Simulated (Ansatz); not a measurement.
Relaxation of BClH$_{4}$ (6 atoms, charge 0, multiplicity 1), to a largest force component of 0.03 eV/Å in at most 50 steps.

These are results of Ansatz, RKS PBE0/def2-SVP, not measurements.

```xyz
6
Properties=species:S:1:pos:R:3
B 0.021 -0.509 -0.294
H 0.019 0.273 1.964
H 1.071 0.053 -0.445
H -1.061 -0.012 -0.447
Cl 0.073 -2.291 0.061
H 0.006 -0.438 1.852
```

Task: Where does it end, and by what steps?

Result: The run converged. The force dipped under the threshold on the way, but the program's further checks kept it going. After 7 steps the energy has fallen by 0.158 eV; H6 moved furthest, 0.62 Å.

```json
{"step": "0", "energy less start (eV)": "0.0000", "largest force component (eV/Å)": "1.780", "accepted": "yes"}
{"step": "1", "energy less start (eV)": "-0.0879", "largest force component (eV/Å)": "1.076", "accepted": "yes"}
{"step": "2", "energy less start (eV)": "-0.0965", "largest force component (eV/Å)": "1.002", "accepted": "yes"}
{"step": "3", "energy less start (eV)": "-0.1058", "largest force component (eV/Å)": "1.029", "accepted": "yes"}
{"step": "4", "energy less start (eV)": "-0.1305", "largest force component (eV/Å)": "0.900", "accepted": "yes"}
{"step": "5", "energy less start (eV)": "-0.1543", "largest force component (eV/Å)": "0.147", "accepted": "yes"}
{"step": "6", "energy less start (eV)": "-0.1582", "largest force component (eV/Å)": "0.022", "accepted": "yes"}
{"step": "7", "energy less start (eV)": "-0.1584", "largest force component (eV/Å)": "0.017", "accepted": "yes"}
```

```xyz
6
Properties=species:S:1:pos:R:3
B 0.025 -0.638 -0.531
H 0.003 0.486 2.304
H 1.069 -0.044 -0.609
H -1.050 -0.103 -0.607
Cl 0.073 -2.364 -0.317
H 0.008 -0.261 2.450
```

Whether the end is a true minimum wasn't checked by a vibrational analysis.

Run time: 9.5 s on 1 thread of Arm Neoverse V1, on a shared host, peak memory 0.1 GiB.
